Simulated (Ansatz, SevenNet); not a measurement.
Elastic constant C12 (GPa) of solids drawn from the class of silicides and borides, at two levels: the machine-learned potential SevenNet-l3i5 (trained on PBE and PBE+U data), and PBE (Ansatz, a first-principles code, PAW).

| solid | SevenNet-l3i5 | PBE |
|---|---|---|
| C11b MoSi2 | 205 | 109 |
| C11b WSi2 | 229 | 114 |
| AlB2-type MgB2 | 113 | 58.2 |
| antifluorite Mg2Si | 40.8 | 23.0 |
| AlB2-type ZrB2 | 157 | 55.9 |
| AlB2-type TiB2 | 155 | ? |
| AlB2-type HfB2 | 175 | 65.2 |

### Question
Estimate the withheld PBE value from the other rows.

### Answer
One way: carry over the typical ratio. The ratios PBE / SevenNet-l3i5 of the other rows, in order: 0.356, 0.373, 0.498, 0.515, 0.532, 0.564; median 0.5065. AlB2-type TiB2: 155 × 0.5065 = 78.5 GPa; the run gives 67.9 GPa. The ratios spread from 0.356 to 0.564, so such an estimate is rough.

Over all 7 rows PBE is the larger in 0.

Ansatz's runs of these crystals have no spin polarisation.

Spin–orbit coupling is left out, also for the solids with elements from indium on (C11b WSi2, AlB2-type HfB2); its size isn't shown.

Each level is taken at its own relaxed cell. Ansatz's density-functional and Hartree–Fock values are scalar-relativistic unless marked +SOC, with PAW data made under PBE.
